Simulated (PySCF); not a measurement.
# C₃H₇OP: magnetic properties

Wanted: magnetic properties for C₃H₇OP (`[H]/P=C(\C)OC`).

Computed with PySCF 2.14.0 and routines of our own; the level stands in each step. Atoms count from 0.

## Step 1: The starting structure

12 atoms, charge 0, multiplicity 1; geometry from: GFN2-xTB.

## Step 2: Magnetic properties: GIAO B3LYP/pcSseg-1

What the job is given:

```
{"job": {"kind": "mag", "xc": "B3LYP", "basis": "pcSseg-1", "isotopologues": 2}, "charge": 0, "multiplicity": 1}
C      1.984730     0.058434    -0.019143
O      0.772456    -0.651206    -0.013567
C     -0.359341     0.079105     0.021706
C     -1.576628    -0.794145    -0.013838
P     -0.355132     1.773741     0.070450
H      2.781540    -0.682588    -0.034592
H      2.069844     0.686513     0.874843
H      2.051377     0.705264    -0.901052
H     -1.336813    -1.758916     0.428144
H     -1.884042    -0.962579    -1.046646
H     -2.404637    -0.338580     0.522722
H     -1.742157     1.884271     0.084946
```

Level: GIAO B3LYP/pcSseg-1 magnetisability, rotational g tensor and spin-rotation constants, non-relativistic, gas phase.

Command:

```console
$ OMP_NUM_THREADS=1 python excited_run.py task.json out
```

The driver reads the jobs from task.json and runs them one after another.

The log of the run:

```text
coarse grid: 10312 points
cycle   1  E = -534.9614279628  dE =  5.051e-01  |g| = 5.162e-01  |ddm| = 3.014e+00
cycle   2  E = -534.8883369778  dE =  7.309e-02  |g| = 8.206e-01  |ddm| = 9.135e-01
cycle   3  E = -535.0077546130  dE = -1.194e-01  |g| = 1.502e-01  |ddm| = 6.201e-01
cycle   4  E = -535.0124504029  dE = -4.696e-03  |g| = 5.531e-02  |ddm| = 1.902e-01
cycle   5  E = -535.0130584341  dE = -6.080e-04  |g| = 2.545e-02  |ddm| = 7.064e-02
cycle   6  E = -535.0132377161  dE = -1.793e-04  |g| = 4.514e-03  |ddm| = 2.786e-02
cycle   7  E = -535.0132431306  dE = -5.415e-06  |g| = 1.332e-03  |ddm| = 5.631e-03
final grid: 94368 points
cycle   8  E = -535.0598675578  dE = -2.404e-05  |g| = 6.403e-03  |ddm| = 1.779e-02
cycle   9  E = -535.0598592352  dE =  8.323e-06  |g| = 9.030e-03  |ddm| = 9.101e-03
cycle  10  E = -535.0598758570  dE = -1.662e-05  |g| = 1.316e-03  |ddm| = 6.041e-03
cycle  11  E = -535.0598762250  dE = -3.680e-07  |g| = 1.623e-04  |ddm| = 9.674e-04
cycle  12  E = -535.0598762256  dE = -6.959e-10  |g| = 1.426e-04  |ddm| = 2.291e-04
cycle  13  E = -535.0598762307  dE = -5.003e-09  |g| = 3.392e-05  |ddm| = 1.681e-04
cycle  14  E = -535.0598762310  dE = -3.477e-10  |g| = 4.130e-06  |ddm| = 5.099e-05
converged SCF energy = -535.0598762310

Magnetisability tensor (1e-30 J/T^2)
     -849.73      -89.21       -2.53
      -89.21     -895.29        9.69
       -2.53        9.69     -998.72
isotropic -914.58   principal values   -1000.06   -963.54   -780.15
isotropic susceptibility -55.077 1e-6 cm^3/mol

Inertial axes            a          b          c
rot. const./GHz      4.7906     3.8807     2.2030
chi total           -47.551    -57.505    -60.176
chi diamagnetic    -333.730   -399.271   -635.394
chi paramagnetic    286.178    341.766    575.218
quadrupole/D A        5.752     -3.205     -2.547
g nuclear            0.5903     0.6073     0.5887
g electronic        -0.6441    -0.6231    -0.5953
g total             -0.0537    -0.0158    -0.0066

Spin-rotation constants (kHz, H = +C I.J)
atom  isotope        aa         bb         cc
  4    31P       11.748      6.017      2.796
  5     1H        0.251     -0.376     -0.229
  6     1H       -0.421     -0.217     -0.026
  7     1H       -0.425     -0.245     -0.009
  8     1H       -0.346     -0.108     -0.192
  9     1H       -0.497     -0.363      0.053
 10     1H        0.073     -0.429     -0.180
 11     1H        0.281     -0.361     -0.258
  0    13C*       1.045      0.724      0.511
  1    17O*      -1.326     -1.345     -0.166
  2    13C*       3.608      1.859      0.511
  3    13C*       0.828      0.531      0.449
* in the singly substituted isotopologue

Isotopologues: g along a, b, c
2H    at 5,6,7,8,9,10,1    -0.0452    -0.0137    -0.0056
13C   at 0                 -0.0537    -0.0153    -0.0065
```

Run time: 8.9 s. Hardware: 1 thread of Arm Neoverse V2, shared host; peak memory 0.57 GiB.

From this job:

| quantity | value |
| --- | --- |
| magnetisability | -915·10⁻³⁰ J/T² |
| molar susceptibility | -55.1·10⁻⁶ cm³/mol |
| rotational g (a, b, c) | -0.0537, -0.0158, -0.0066 |

## Step 3: Magnetic properties: GIAO revPBE/pcSseg-0

The job, as its differences from that of step 2:

```diff
@@ -1,2 +1,2 @@
-{"job": {"kind": "mag", "xc": "B3LYP", "basis": "pcSseg-1", "isotopologues": 2}, "charge": 0, "multiplicity": 1}
+{"job": {"kind": "mag", "xc": "revPBE", "basis": "pcSseg-0"}, "charge": 0, "multiplicity": 1}
 C      1.984730     0.058434    -0.019143
```

Method: GIAO revPBE/pcSseg-0 magnetisability, rotational g tensor and spin-rotation constants, non-relativistic, gas phase.

The log of the run:

```text
coarse grid: 10312 points
cycle   1  E = -534.0513047560  dE =  3.880e-01  |g| = 4.675e-01  |ddm| = 3.505e+00
cycle   2  E = -533.8663222309  dE =  1.850e-01  |g| = 1.065e+00  |ddm| = 1.610e+00
cycle   3  E = -534.0829688819  dE = -2.166e-01  |g| = 2.323e-01  |ddm| = 1.177e+00
cycle   4  E = -534.0964737197  dE = -1.350e-02  |g| = 1.010e-01  |ddm| = 4.619e-01
cycle   5  E = -534.0988843428  dE = -2.411e-03  |g| = 4.628e-02  |ddm| = 1.890e-01
cycle   6  E = -534.0995111518  dE = -6.268e-04  |g| = 8.639e-03  |ddm| = 7.861e-02
cycle   7  E = -534.0995377265  dE = -2.657e-05  |g| = 1.707e-03  |ddm| = 1.807e-02
cycle   8  E = -534.0995384844  dE = -7.580e-07  |g| = 2.533e-04  |ddm| = 3.529e-03
final grid: 94368 points
cycle   9  E = -534.1092417421  dE = -1.496e-05  |g| = 9.356e-03  |ddm| = 3.183e-02
cycle  10  E = -534.1091788641  dE =  6.288e-05  |g| = 1.835e-02  |ddm| = 2.923e-02
cycle  11  E = -534.1092577537  dE = -7.889e-05  |g| = 3.644e-03  |ddm| = 2.495e-02
cycle  12  E = -534.1092616805  dE = -3.927e-06  |g| = 9.331e-04  |ddm| = 5.673e-03
cycle  13  E = -534.1092618579  dE = -1.774e-07  |g| = 2.305e-04  |ddm| = 1.291e-03
cycle  14  E = -534.1092618770  dE = -1.905e-08  |g| = 2.213e-05  |ddm| = 5.111e-04
cycle  15  E = -534.1092618772  dE = -2.211e-10  |g| = 6.912e-06  |ddm| = 6.809e-05
converged SCF energy = -534.1092618772

Magnetisability tensor (1e-30 J/T^2)
     -887.72     -100.18       -4.05
     -100.18     -924.10       10.18
       -4.05       10.18    -1042.35
isotropic -951.39   principal values   -1043.50  -1006.96   -803.71
isotropic susceptibility -57.294 1e-6 cm^3/mol

Inertial axes            a          b          c
rot. const./GHz      4.7906     3.8807     2.2030
chi total           -49.235    -59.842    -62.806
chi diamagnetic    -334.564   -398.975   -635.998
chi paramagnetic    285.330    339.133    573.192
quadrupole/D A        6.523     -4.354     -2.168
g nuclear            0.5903     0.6073     0.5887
g electronic        -0.6422    -0.6183    -0.5932
g total             -0.0518    -0.0110    -0.0045

Spin-rotation constants (kHz, H = +C I.J)
atom  isotope        aa         bb         cc
  4    31P       11.730      5.768      2.571
  5     1H        0.224     -0.414     -0.243
  6     1H       -0.460     -0.258     -0.038
  7     1H       -0.465     -0.286     -0.021
  8     1H       -0.380     -0.142     -0.203
  9     1H       -0.546     -0.401      0.040
 10     1H        0.018     -0.464     -0.200
 11     1H        0.233     -0.384     -0.284
  0    13C*       1.019      0.687      0.483
  1    17O*      -1.467     -1.398     -0.140
  2    13C*       3.339      1.780      0.475
  3    13C*       0.769      0.492      0.430
* in the singly substituted isotopologue
```

It took 5.1 s on 1 thread of Arm Neoverse V2, shared host; peak memory 0.35 GiB.

From this job:

| quantity | value |
| --- | --- |
| magnetisability | -951·10⁻³⁰ J/T² |
| molar susceptibility | -57.3·10⁻⁶ cm³/mol |
| rotational g (a, b, c) | -0.0518, -0.0110, -0.0045 |

## Step 4: Magnetic properties: GIAO OPBE/pcseg-1

The job, as its differences from that of step 3:

```diff
@@ -1,2 +1,2 @@
-{"job": {"kind": "mag", "xc": "revPBE", "basis": "pcSseg-0"}, "charge": 0, "multiplicity": 1}
+{"job": {"kind": "mag", "xc": "OPBE", "basis": "pcseg-1"}, "charge": 0, "multiplicity": 1}
 C      1.984730     0.058434    -0.019143
```

Method: GIAO OPBE/pcseg-1 magnetisability, rotational g tensor and spin-rotation constants, non-relativistic, gas phase.

The log of the run:

```text
coarse grid: 10312 points
cycle   1  E = -534.7990012163  dE =  4.150e-01  |g| = 4.552e-01  |ddm| = 3.458e+00
cycle   2  E = -534.6913245692  dE =  1.077e-01  |g| = 8.514e-01  |ddm| = 1.213e+00
cycle   3  E = -534.8313315528  dE = -1.400e-01  |g| = 2.483e-01  |ddm| = 9.328e-01
cycle   4  E = -534.8469559704  dE = -1.562e-02  |g| = 8.700e-02  |ddm| = 3.909e-01
cycle   5  E = -534.8487343352  dE = -1.778e-03  |g| = 4.127e-02  |ddm| = 1.390e-01
cycle   6  E = -534.8492233393  dE = -4.890e-04  |g| = 6.458e-03  |ddm| = 5.074e-02
cycle   7  E = -534.8492348019  dE = -1.146e-05  |g| = 1.754e-03  |ddm| = 1.040e-02
cycle   8  E = -534.8492357741  dE = -9.722e-07  |g| = 3.494e-04  |ddm| = 3.262e-03
final grid: 94368 points
cycle   9  E = -534.8889702983  dE =  2.337e-06  |g| = 2.467e-02  |ddm| = 5.732e-02
cycle  10  E = -534.8885756444  dE =  3.947e-04  |g| = 5.051e-02  |ddm| = 5.731e-02
cycle  11  E = -534.8890883364  dE = -5.127e-04  |g| = 4.541e-03  |ddm| = 3.967e-02
cycle  12  E = -534.8890937547  dE = -5.418e-06  |g| = 6.702e-04  |ddm| = 4.853e-03
cycle  13  E = -534.8890937922  dE = -3.746e-08  |g| = 4.892e-04  |ddm| = 1.315e-03
cycle  14  E = -534.8890938735  dE = -8.131e-08  |g| = 7.004e-05  |ddm| = 7.597e-04
cycle  15  E = -534.8890938750  dE = -1.442e-09  |g| = 1.657e-05  |ddm| = 1.023e-04
cycle  16  E = -534.8890938750  dE = -9.322e-11  |g| = 4.166e-06  |ddm| = 3.709e-05
converged SCF energy = -534.8890938750

Magnetisability tensor (1e-30 J/T^2)
     -850.48      -88.33       -1.73
      -88.33     -892.28        9.70
       -1.73        9.70    -1002.51
isotropic -915.09   principal values   -1003.78   -961.13   -780.36
isotropic susceptibility -55.108 1e-6 cm^3/mol

Inertial axes            a          b          c
rot. const./GHz      4.7906     3.8807     2.2030
chi total           -47.599    -57.322    -60.403
chi diamagnetic    -333.004   -398.152   -634.086
chi paramagnetic    285.405    340.830    573.683
quadrupole/D A        6.304     -3.321     -2.983
g nuclear            0.5903     0.6073     0.5887
g electronic        -0.6423    -0.6214    -0.5937
g total             -0.0520    -0.0141    -0.0050

Spin-rotation constants (kHz, H = +C I.J)
atom  isotope        aa         bb         cc
  4    31P       11.009      5.916      2.643
  5     1H        0.251     -0.371     -0.229
  6     1H       -0.425     -0.211     -0.022
  7     1H       -0.428     -0.240     -0.005
  8     1H       -0.334     -0.113     -0.189
  9     1H       -0.488     -0.365      0.056
 10     1H        0.077     -0.428     -0.178
 11     1H        0.289     -0.355     -0.258
  0    13C*       0.948      0.650      0.461
  1    17O*      -1.274     -1.277     -0.163
  2    13C*       3.183      1.679      0.462
  3    13C*       0.740      0.454      0.402
* in the singly substituted isotopologue
```

Wall time 10 s (1 thread of Arm Neoverse V2, shared host); peak memory 0.45 GiB.

Key values:

| quantity | value |
| --- | --- |
| magnetisability | -915·10⁻³⁰ J/T² |
| molar susceptibility | -55.1·10⁻⁶ cm³/mol |
| rotational g (a, b, c) | -0.0520, -0.0141, -0.0050 |

## Step 5: The levels compared

| level | ξ (10⁻³⁰ J/T²) | g(a) | g(b) | gap (eV) | functions | time |
| --- | --- | --- | --- | --- | --- | --- |
| GIAO B3LYP/pcSseg-1 | -915 | -0.0537 | -0.0158 | 5.22 | 127 | 8.9 s |
| GIAO revPBE/pcSseg-0 | -951 | -0.0518 | -0.0110 | 3.90 | 63 | 5.1 s |
| GIAO OPBE/pcseg-1 | -915 | -0.0520 | -0.0141 | 3.79 | 109 | 10 s |

## Step 6: What came out

| quantity | value |
| --- | --- |
| magnetisability (step 2, GIAO B3LYP/pcSseg-1) | -915·10⁻³⁰ J/T² |
| molar susceptibility (step 2, GIAO B3LYP/pcSseg-1) | -55.1·10⁻⁶ cm³/mol |
| rotational g (a, b, c) (step 2, GIAO B3LYP/pcSseg-1) | -0.0537, -0.0158, -0.0066 |
| magnetisability over the levels | -951 to -915·10⁻³⁰ J/T² |

In words: The magnetisability spreads by 4.0 % over 3 levels, from GIAO revPBE/pcSseg-0 (5.1 s) to GIAO B3LYP/pcSseg-1 (8.9 s); the runs took 5.1 s to 10 s. Vibrational averaging and real surroundings are missing from these values.
